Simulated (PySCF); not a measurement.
# AlClH₃Li, a complex of two parts: interaction energy

An exercise on one series of results from a longer session: the logs are not shown, and one member is left open.

Computed with PySCF 2.14.0; each step states its level. No surroundings beyond the atoms listed, unless a continuum is named. Atoms count from 0, parts from 1.

### Starting point

6 atoms, charge 0, multiplicity 1; geometry: GFN2-xTB. Parts: 1 = atoms 0–3, `[AlH3]`, charge 0; 2 = atoms 4–5, `[Li][Cl]`, charge 0.

Set-up of the first run:

The job: settings as JSON, then the geometry in Å.

```
{"job": {"xc": "PBE0", "basis": "def2-TZVPD", "d3": "d3bj", "grid": 3, "kind": "geom", "shake": 0.01}, "charge": 0, "multiplicity": 1, "parts": [{"atoms": "0-3", "charge": 0, "multiplicity": 1}, {"atoms": "4-5", "charge": 0, "multiplicity": 1}]}
Al     0.367917     0.325478     0.209029
H      1.312333     0.301052    -1.014078
H      0.086060    -1.384941     0.932437
H     -0.986882     1.078804     0.042814
Li     0.809360    -1.175104     2.334829
Cl     1.330617     0.949133     1.950209
```

The run is started by

```sh
$ OMP_NUM_THREADS=1 python cluster_run.py task.json out
```

This one command runs all jobs of the session in turn.

Steps of the session up to this table: Geometry optimisation at PBE0-D3(BJ)/def2-TZVPD; Coupled-cluster interaction energy: CCSD(T) and MP2, 2.30 Å; Coupled-cluster interaction energy: CCSD(T) and MP2, 2.42 Å; Coupled-cluster interaction energy: CCSD(T) and MP2, 2.53 Å; Coupled-cluster interaction energy: CCSD(T) and MP2, 2.19 Å; Coupled-cluster interaction energy: CCSD(T) and MP2, 2.88 Å; Coupled-cluster interaction energy: CCSD(T) and MP2, 2.07 Å; Coupled-cluster interaction energy: CCSD(T) and MP2, 3.45 Å; Coupled-cluster interaction energy: CCSD(T) and MP2, 4.60 Å.

One table of the session follows, with a row left open; its other results are not shown here.

It belongs to the step «Coupled-cluster interaction energy: CCSD(T) and MP2, 4.60 Å». 

```
                 method  interaction energy (kcal/mol)
         HF/aug-cc-pVDZ                          -4.73
        MP2/aug-cc-pVDZ                          -4.93
       CCSD/aug-cc-pVDZ                          -4.82
    CCSD(T)/aug-cc-pVDZ                          -4.87
         HF/aug-cc-pVQZ                              ?
        MP2/aug-cc-pVQZ                          -4.97
    SCS-MP2/aug-cc-pVQZ                          -4.87
      MP2, extrapolated                          -4.97
CCSD(T), limit estimate                          -4.91
```

**Question.** Estimate the row for HF/aug-cc-pVQZ.

As computed: interaction energy (kcal/mol): -4.72. In the column «interaction energy (kcal/mol)» it is the highest.
